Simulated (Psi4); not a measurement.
**C2H8N2 (1,1-dimethylhydrazine) at HSE06/6-31G(d) (spherical functions)**

Aim: the vertical ionisation energy of C2H8N2 (1,1-dimethylhydrazine) at HSE06/6-31G* (spherical functions), from 2 runs. 

Program for the calculation: Psi4 1.11.

2 further runs of the same task are left out: 1 that didn't finish, 1 set aside as unsound or not needed.

## 1. The structure to begin with

C2H8N2 has 12 atoms, charge 0, and is taken as a singlet. As SMILES, `CN(C)N`. The coordinates come from a PBE0-D4/def2-TZVP relaxation. This is one conformer, not always the lowest.

Bond lengths: C1–N2 1.444 Å, N2–C3 1.443 Å, N2–N4 1.411 Å, C1–H5 1.092 Å, C1–H6 1.107 Å, C1–H7 1.092 Å, C3–H8 1.092 Å, C3–H9 1.089 Å, C3–H10 1.105 Å, N4–H11 1.024 Å, N4–H12 1.013 Å. Some angles: C1–N2–C3 111.9°, C1–N2–N4 112.6°, C3–N2–N4 109.0°, N2–C1–H5 110.0°, N2–C1–H6 112.3°, N2–C1–H7 109.8°, N2–C3–H8 109.5°, N2–C3–H9 109.1°, N2–C3–H10 112.6°, N2–N4–H11 110.5°.

## 2. The energy at HSE06/6-31G(d) (spherical functions)

The input, input.dat:

```
memory 2.2 GB

molecule {
  C
  N 1 1.444063
  C 2 1.442973 1 111.93614
  N 2 1.410959 3 108.96591 1 -125.23335
  H 1 1.09244 2 109.97234 4 -178.91909
  H 1 1.106744 5 108.16221 2 123.0209
  H 1 1.092186 5 108.1864 6 117.09033
  H 3 1.092129 2 109.45363 4 175.27773
  H 3 1.089232 8 109.15392 2 119.36156
  H 3 1.105435 9 108.36722 8 -117.47271
  H 4 1.023615 2 110.54231 3 82.81938
  H 4 1.012545 11 107.51196 2 -117.86671
  units angstrom
  symmetry c1
  no_reorient
  no_com
}

set {
  basis                6-31G*
  reference            rks
  puream               true
  e_convergence        1e-09
  d_convergence        1e-08
  scf_type             pk
  dft_radial_points    99
  dft_spherical_points 590
}

energy_value, wavefunction = energy("hse06", return_wfn=True)
```

Started as:

```
psi4 -n 1 input.dat output.dat
```

output.dat:

```text
[...]
  Running in c1 symmetry.
[...]
  Nuclear repulsion =  139.810474694237627
[...]
  Multiplicity = 1
[...]
  Nalpha       = 17
  Nbeta        = 17
[...]
    Number of basis functions: 72
[...]
   @RKS iter   1:  -189.96182413759144   -1.61754e-01   1.06043e-02 DIIS/ADIIS
[...]
   @RKS iter  11:  -190.26495168595949   -8.50378e-11   8.11747e-09 DIIS
[...]
    Orbital Energies [Eh]
    ---------------------
    Doubly Occupied:
       1A    -14.390711     2A    -14.374102     3A    -10.223533
       4A    -10.215056     5A     -0.984216     6A     -0.799715
       7A     -0.709161     8A     -0.608290     9A     -0.500286
      10A     -0.485640    11A     -0.449463    12A     -0.418904
      13A     -0.386158    14A     -0.374001    15A     -0.357713
      16A     -0.242324    17A     -0.210250
[...]
  @RKS Final Energy:  -190.26495168595949
   => Energetics <=
    Nuclear Repulsion Energy =            139.8104746942376266
    One-Electron Energy =                -533.2581369394382591
    Two-Electron Energy =                 224.5830023867098930
    DFT Exchange-Correlation Energy =     -21.4002918274687701
    Empirical Dispersion Energy =           0.0000000000000000
    VV10 Nonlocal Energy =                  0.0000000000000000
    Total Energy =                       -190.2649516859594883
[...]
 Multipole Moments:
 ------------------------------------------------------------------------------------
     Multipole            Electronic (a.u.)      Nuclear  (a.u.)        Total (a.u.)
 ------------------------------------------------------------------------------------
 L = 1.  Multiply by 2.5417464519 to convert [e a0] to [Debye]
 Dipole X            :         -0.1680835            0.3776365            0.2095530
 Dipole Y            :          1.6046021           -1.5613910            0.0432111
 Dipole Z            :          1.3953239           -2.0129325           -0.6176086
 Magnitude           :                                                    0.6536207
[...]
```

Wall time 79 s (1 thread of Intel Xeon Platinum 8259CL at 2.50GHz (Skylake/Cascade Lake), shared host); peak memory 1.6 GiB.

## 3. The doublet cation: energy and gradient at UHSE06/6-31G(d) (spherical functions)

The input, job.in:

```
memory 2200 mb

molecule {
  1 2
  C
  N 1 1.444063
  C 2 1.442973 1 111.93614
  N 2 1.410959 3 108.96591 1 -125.23335
  H 1 1.09244 2 109.97234 4 -178.91909
  H 1 1.106744 5 108.16221 2 123.0209
  H 1 1.092186 5 108.1864 6 117.09033
  H 3 1.092129 2 109.45363 4 175.27773
  H 3 1.089232 8 109.15392 2 119.36156
  H 3 1.105435 9 108.36722 8 -117.47271
  H 4 1.023615 2 110.54231 3 82.81938
  H 4 1.012545 11 107.51196 2 -117.86671
  symmetry c1
}

set globals {
  basis                6-31G*
  reference            uks
  puream               true
  e_convergence        1e-09
  d_convergence        1e-08
  scf_type             pk
  dft_radial_points    99
  dft_spherical_points 590
  maxiter              100
}

gradient('hse06')
print_variables()
```

Started as:

```
psi4 -n 1 job.in job.out
```

job.out:

```text
[...]
  Running in c1 symmetry.
[...]
  Nuclear repulsion =  139.810474694237627
[...]
  Multiplicity = 2
[...]
  Nalpha       = 17
  Nbeta        = 16
[...]
    Number of basis functions: 72
[...]
   @UKS iter   1:  -189.76703316141436    3.30368e-02   8.78935e-03 DIIS/ADIIS
[...]
   @UKS iter  16:  -189.95344599199643    1.29603e-11   4.54564e-09 DIIS
[...]
   @S^2 Observed:                7.542483419E-01
[...]
  @UKS Final Energy:  -189.95344599199643
   => Energetics <=
    Nuclear Repulsion Energy =            139.8104746942376266
    One-Electron Energy =                -524.3296928613222008
    Two-Electron Energy =                 215.6844375792133235
    DFT Exchange-Correlation Energy =     -21.1186654041251956
    Empirical Dispersion Energy =           0.0000000000000000
    VV10 Nonlocal Energy =                  0.0000000000000000
    Total Energy =                       -189.9534459919964320
[...]
 Multipole Moments:
 ------------------------------------------------------------------------------------
     Multipole            Electronic (a.u.)      Nuclear  (a.u.)        Total (a.u.)
 ------------------------------------------------------------------------------------
 L = 1.  Multiply by 2.5417464519 to convert [e a0] to [Debye]
 Dipole X            :         -0.1382641            0.3776365            0.2393724
 Dipole Y            :          1.5428064           -1.5613910           -0.0185845
 Dipole Z            :          1.2834947           -2.0129325           -0.7294378
 Magnitude           :                                                    0.7679350
[...]
  -Total Gradient:
     Atom            X                  Y                   Z
    ------   -----------------  -----------------  -----------------
       1        0.036364768234    -0.018703491835     0.022601437445
       2       -0.086144898587     0.034357164948     0.013340464091
       3        0.026288946608     0.004997325337    -0.018757968672
       4        0.026223250756    -0.010981931083    -0.010129955741
       5        0.000151810840     0.000324840175     0.000437830182
       6        0.000952192420    -0.001017354452    -0.011021408051
       7       -0.001170640651    -0.001657952162     0.001606736490
       8        0.000171475872     0.000985110497     0.002236606931
       9       -0.002197045667    -0.000541774718    -0.001920950803
      10       -0.001020117316    -0.007774729289     0.002606462387
      11       -0.000287889268     0.007715471359    -0.005240176041
      12        0.000661612975    -0.007692413336     0.004232511652
[...]
```

Run time: 2.8 min. Hardware: 1 thread of Intel Xeon Platinum 8259CL at 2.50GHz (Skylake/Cascade Lake), shared host; peak memory 1.6 GiB.

## 4. Summary of results

Level: HSE06/6-31G* (spherical functions).

| quantity | value |
| --- | --- |
| singlet C2H8N2: total energy | -190.26495 Eh |
| singlet C2H8N2: dipole moment | 1.66 D |
| singlet C2H8N2: HOMO energy | -5.72 eV |
| singlet C2H8N2: LUMO energy | 2.01 eV |
| singlet C2H8N2: HOMO–LUMO gap | 7.74 eV |
| doublet cation: total energy | -189.95345 Eh |
| doublet cation: HOMO energy (highest over α and β) | -13.32 eV |
| doublet cation: LUMO energy (lowest over α and β) | -11.15 eV |
| doublet cation: ⟨S²⟩ | 0.754 |
| doublet cation: largest force on an atom | 4.818 eV/Å |
| vertical ionisation energy (to the doublet cation) | 8.477 eV |

In words: The vertical ionisation energy comes to 8.48 eV (195 kcal/mol). The negative HOMO energy of the first species, 5.72 eV, lies 2.76 eV below that difference.
